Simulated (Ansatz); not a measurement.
Pressure series in Cu

Consider Cu in the fcc (Cu type) structure (space group Fm-3m, No. 225; a = 3.577 Å).

Cell and atoms are relaxed at each pressure.

Method: r2SCAN (Ansatz, a quantum-chemistry and plane-wave program), spin-orbit coupling left out.

```csv
P (GPa),V (Å³/atom)
-1.99,11.584
-0.99,11.510
0.90,11.378
2.10,11.298
4.49,11.149
8.98,10.897
15.00,10.604
22.50,10.293
29.98,10.027
```

Question: Fit a third-order Birch–Murnaghan equation of state.

Answer: Least squares on P(V) = (3B₀/2)[(V₀/V)^(7/3) − (V₀/V)^(5/3)]·[1 + (3/4)(B₀′ − 4)((V₀/V)^(2/3) − 1)] gives V₀ = 11.44 Å³/atom, B₀ = 164 GPa and B₀′ = 5.0.

Measured bulk modulus of Cu: 144.3 GPa (static lattice; corrected from measurement; as listed in Daniel Mejia-Rodriguez, S. B. Trickey, Phys. Rev. B (2018)); the computed value is 13 % above it.

Load acts through the strain it causes; cell and atoms are relaxed under it. Stability against distortions was not tested. Competing high-pressure phases were not computed. The final runs are not spin-polarised.
